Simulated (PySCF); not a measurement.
How well do the runs reproduce experiment for CS2?

**Measured values to compare with.**

From NIST CCCBDB Release 22 (SRD 101), experimental polarizabilities, for the gas: mean polarisability 8.749 Å³.

Theoretical prediction of core-level binding energies: analysis of unexpected errors, J. Phys. Chem. A 2024 (PMC10860126) lists, for the gas: C 1s binding energy of C2 293.1 eV.

From Vidal, Pokhilko, Krylov, Coriani, J. Phys. Chem. Lett. 2020, 11, 8314, for the gas: S 2p3/2 binding energy of S1/S3 169.98 eV.

Zheng, Zhang, Jin, Southworth, Cheng, Phys. Chem. Chem. Phys. 2022, 24, 13587 lists, for the gas: S 1s binding energy of S1/S3 2478.1 eV.

How close the calculation comes is told at the end.

Compound: CS2.
Atom-mapped SMILES: `[S:1]=[C:2]=[S:3]`

Structure used (PBE0-D3(BJ)/def2-TZVP), in Å, numbered top down from 1:
```
atom  x, y, z in Å
S1    -1.4439    0.3868    0.0026
C2     0.0702    0.0619   -0.0084
S3     1.5842   -0.2619   -0.0193
```

Runs made with PySCF (gas phase, on this PBE0-D3(BJ)/def2-TZVP geometry; non-relativistic but for the core-level run):

| level | job | basis functions | wall time |
| --- | --- | --- | --- |
| CAM-B3LYP/aug-cc-pVTZ | 10 singlets by full TDDFT, 4 Tamm–Dancoff triplets, polarisability | 146 | 8.3 s |
| PBE0/aug-cc-pVTZ | 10 singlets by full TDDFT, 4 Tamm–Dancoff triplets, polarisability, dynamic polarisability, density and orbital grids written | 146 | 10 s |
| wB97X-D/aug-cc-pVTZ | 10 singlets by full TDDFT, 4 Tamm–Dancoff triplets, polarisability, ΔSCF ions | 146 | 25 s |
| delta-SCF UKS SCAN, pcX-3 on the ionised atom, pcseg-2 elsewhere, spin-free X2C | ΔSCF core ionisation, 3 holes | 163 | 14 s |

Hardware: one thread, Arm Neoverse N1 (aarch64), on a shared host.

**Comparison with experiment**

**Mean polarisability.** Measured: 8.749 Å³ (NIST CCCBDB Release 22 (SRD 101), experimental polarizabilities).

```csv
level,computed (Å³),computed − measured (Å³),% (from the printed values)
CAM-B3LYP/aug-cc-pVTZ,8.209,-0.540,-6
PBE0/aug-cc-pVTZ,8.105,-0.644,-7
wB97X-D/aug-cc-pVTZ,8.178,-0.571,-7
```

Closest is CAM-B3LYP/aug-cc-pVTZ (-0.540 Å³), furthest PBE0/aug-cc-pVTZ (-0.644 Å³); one molecule doesn't rank methods. All 3 levels lie below the measurement. The computed values are static and purely electronic, with core orbitals frozen in the response (1 au = 0.148185 Å³). The table of measured values doesn't say here whether a value is static or optical, or holds a vibrational part.

**Core binding energies.** Delta-SCF UKS SCAN, pcX-3 on the ionised atom, pcseg-2 elsewhere, spin-free X2C in PySCF 2.14.0.

| level and atom | computed (eV) | measured (eV) | computed − measured (eV) |
| --- | --- | --- | --- |
| C 1s, C2 | 293.24 | 293.1 | +0.14 |
| S 2p3/2, S1/S3 | 170.05 | 169.98 | +0.07 |
| S 1s, S1/S3 | 2477.94 | 2478.1 | -0.16 |

Sources, in the order of the opening: Theoretical prediction of core-level binding energies: analysis of unexpected errors, J. Phys. Chem. A 2024 (PMC10860126); Vidal, Pokhilko, Krylov, Coriani, J. Phys. Chem. Lett. 2020, 11, 8314; Zheng, Zhang, Jin, Southworth, Cheng, Phys. Chem. Chem. Phys. 2022, 24, 13587. Against the first value of each row the mean signed difference is +0.02 eV and the largest in size -0.16 eV. The computed values are vertical, without vibrational structure; measured positions hang on the energy calibration. Atoms equivalent by their bonding share one computed value, that of the first of them. The 2p values add to the ΔSCF energy of one spin-free hole a correction within the shell (spin–orbit coupling, ligand field).

The geometry is computed, not the measured one. Where a level misses, the cause wasn't examined.

wB97X-D is run here without its empirical dispersion term; that term would change no orbital, density or response property at a fixed geometry.
